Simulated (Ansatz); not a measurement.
Breaking a bond: Li2, singlet.

Calculation: full CI/cc-pVTZ, frozen core run with Ansatz (a first-principles code).

### Question
Relative to R = 2.74 Å, what are the energies at R = 2.06, 2.96, 5.41, 8.20 Å?

### Answer
18.2 mEh at 2.06 Å, 1.5 mEh at 2.96 Å, 34.4 mEh at 5.41 Å, 37.7 mEh at 8.20 Å.
